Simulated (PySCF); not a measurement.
A coupled-cluster job on `Fc1cpco1`.

Computed with EOM-CCSD/aug-cc-pVDZ, vertical, frozen core, gas phase (PySCF 2.14.0). Geometry: PBE0-D3(BJ)/def2-SVP. The input is one job of a driver script: a line of settings, then coordinates in Å.

Command:
```bash
OMP_NUM_THREADS=1 python probes_run.py task.json out
```

Input:
```
{"job": {"kind": "eom", "basis": "aug-cc-pVDZ", "nee": 0}, "charge": 0, "multiplicity": 1}
F     -1.108402     1.657531     1.782137
C     -0.483421     0.676451     1.189153
C     -0.789285    -0.640717     1.139056
P      0.443963    -1.495401     0.174896
C      1.218004     0.008967    -0.042794
O      0.613773     1.063379     0.549135
H     -1.662060    -1.072298     1.625701
H      2.126275     0.274735    -0.582407
```

Output:
```
E(HF) = -629.7926059140
E(MP2) = -630.7110029949
E(CCSD) = -630.7324704670
T1 diagnostic = 0.0151

EOM-IP-CCSD (eV)   Koopmans (eV)
   9.1007       9.0133
  10.3590      10.9049
  10.7793      11.5812
  12.9251      14.2163
  14.4473      16.3339
  15.0533      17.7069
  15.8245      18.3359
  16.7348      19.0022
```

Q: How far is the first EOM-IP root from its Koopmans value?

A: 9.10 eV against 9.01 eV, a difference of +0.09 eV.

Main results: CCSD correlation energy -0.9399 Eh; T1 diagnostic 0.015; first ionisation 9.10 eV.

Hardware: an Arm Neoverse V1 with one thread, no GPU, shared host with 32 logical CPUs at a one-minute load of 9.7. Cost: 7.1 min of wall time, 2.9 GiB resident at most.
Labels such as C1 count atoms from 1, the log's own numbers from 0.
